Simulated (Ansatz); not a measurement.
# CH₃MgSi+ (SMILES C=[Si+][MgH]): one structure at several levels

One table from this session's results is given with a row withheld; the runs are named, their logs left out.

Method: single points in def2-TZVPP; program: Ansatz 0.2.0, Gaussian basis.

Correlated methods freeze the cores. The outer core shell of Li, Na, Mg and K is correlated. B3LYP uses VWN-RPA correlation.

### Where the work starts

SMILES `C=[Si+][MgH]`, 6 atoms, charge 1, spin multiplicity 1.

Atoms are counted from 1 here; the program's logs count them from 0.

Bond lengths: C1–Si2 1.704 Å, C1–H4 1.122 Å, C1–H5 1.089 Å, Si2–Mg3 2.649 Å, Mg3–H6 1.564 Å. Angles: Si2–C1–H4 130.1°, Si2–C1–H5 122.6°, H4–C1–H5 107.1°, C1–Si2–Mg3 177.7°, Si2–Mg3–H6 174.6°.

As a file:

```
C    -1.1049    0.1567   -1.3953
Si   -0.0536    0.0178   -0.0620
Mg    1.4997   -0.1820    2.0739
H    -1.9245   -0.5262   -1.7430
H    -1.0145    0.9513   -2.1342
H     2.4944   -0.4009    3.2612
```

Set-up of the first run:

run/in.yaml

```yaml
crystal:
  periodic: [false, false, false]
  atoms:
    - {symbol: C, position_ang: [-1.104900, 0.156700, -1.395300]}
    - {symbol: Si, position_ang: [-0.053600, 0.017800, -0.062000]}
    - {symbol: Mg, position_ang: [1.499700, -0.182000, 2.073900]}
    - {symbol: H, position_ang: [-1.924500, -0.526200, -1.743000]}
    - {symbol: H, position_ang: [-1.014500, 0.951300, -2.134200]}
    - {symbol: H, position_ang: [2.494400, -0.400900, 3.261200]}
basis:
  gaussian: {orbitals: def2-TZVPP}
total_charge: 1
correlation: {method: ccsd_t}
output: {forces: true}
```

The command line of these runs was not kept.

Among the steps run: CCSD(T)/def2-TZVPP; PBE0-D4/def2-TZVPP; wB97M-V/def2-TZVPP; r2SCAN-D4/def2-TZVPP; PBE-D4/def2-TZVPP; B3LYP-D4/def2-TZVPP; BLYP-D4/def2-TZVPP.

One table of the session follows, with a row left open; its other results are not shown here.

```
   method  RMS force component (eV/Å)  angle to CCSD(T) forces (°)
  CCSD(T)                       0.545                    reference
  PBE0-D4                       0.595                         25.0
  wB97M-V                       0.608                         31.6
r2SCAN-D4                           ?                            ?
   PBE-D4                       0.539                         21.1
 B3LYP-D4                       0.566                         19.8
  BLYP-D4                       0.518                         13.7
```

**Question.** Estimate the row for r2SCAN-D4.

As computed: RMS force component (eV/Å): 0.580; angle to CCSD(T) forces (°): 23.3. In the column «RMS force component (eV/Å)» it lies between B3LYP-D4 (0.566) and PBE0-D4 (0.595).
